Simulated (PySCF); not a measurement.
Work out the structure from these simulated measurements.

Elements present: C, H and O. Monoisotopic mass: 75.0088 u (electron mass counted); charge -1.

* NMR, other nuclei: isotropic shieldings of nuclei other than C and H, by class: 119 (2 O), 188 (1 O) ppm [GIAO KT3/pcSseg-2]
* Rotational structure: rotational constants A, B, C: 11.261, 4.565, 3.317 GHz [PBE0-D3(BJ)/def2-SVP]
* 13C NMR: chemical shifts (computed TMS as zero) by class: 149.7 (1 C), 51.1 (1 C) ppm [GIAO KT3/pcSseg-2]
* 1H NMR: chemical shifts (computed TMS as zero) by class: 3.81 (3 H) ppm [GIAO KT3/pcSseg-2]
* Couplings: largest of the computed one-bond spin–spin couplings (means over like bonds): 13C–1H +138.8 (×3), 17O–13C +34.6, 17O–13C +26.7, 17O–13C +25.2 (×2) Hz [B3LYP/pcJ-1]
* XPS: C1s 287.4, C1s 289.0, O1s 531.2 (×2), O1s 532.9 eV [ΔSCF SCAN, pcX-2 on the ionised atom, pcseg-1 elsewhere, spin-free X2C]

The electronic properties come from PySCF, for the isolated species, density fitting. Levels stand in brackets. One conformer (not necessarily the lowest) at the PBE0-D3(BJ)/def2-SVP geometry, without solvent, vibrations or thermal averaging. No diffuse functions stand in pcJ-1 and pcSseg-2, which bears on an anion's orbital energies. NMR classes are plain means over equivalent atoms (diastereotopic ones count apart unless rotation or inversion swaps them), as if these changed places fast.

**Question.** Which formula fits the mass and the elements?

**Answer.** C2H3O3 (calculated 75.0088). No other formula that holds each of these elements comes within 0.0003 u with a fitting electron parity and a possible valence count.

**Question.** Give a SMILES that accounts for the data.

**Answer.** Numbering: `[CH3:1][O:2][C:3](=[O:4])[O-:5]`. 2 carbons fall into 2 classes; from least to most shielded: carbonate carbon [C3] (149.7 ppm), methoxy carbon [C1] (51.1 ppm). All hydrogens form one class (3.81 ppm): methyl hydrogen. The other shieldings belong to: 119 ppm, oxygen bonded to C [O4/O5]; 188 ppm, oxygen singly bound to a carbonyl carbon [O2]. The couplings run between: +138.8 Hz, methoxy carbon [C1] and its hydrogen (with 2 like pairs); +34.6 Hz, oxygen singly bound to a carbonyl carbon [O2] and carbonate carbon [C3]; +26.7 Hz, oxygen singly bound to a carbonyl carbon [O2] and methoxy carbon [C1]; +25.2 Hz, oxygen bonded to C [O4] and carbonate carbon [C3] (with 1 like pair). The core levels belong to: C1s 287.4 eV, methoxy carbon [C1]; C1s 289.0 eV, carbonate carbon [C3]; O1s 531.2 eV, oxygen bonded to C [O4/O5]; O1s 532.9 eV, oxygen singly bound to a carbonyl carbon [O2]. One atom of each topological class was ionised and stands for its class. The optimised geometry has point group Cs and is an asymmetric top. Structure: `COC(=O)[O-]`. The assignments are read from this structure; whether some other isomer fits the data as well wasn't checked.

Shape of the structure used: `[CH3:1][O:2][C:3](=[O:4])[O-:5]`: C1–O2–C3–O4 0°.
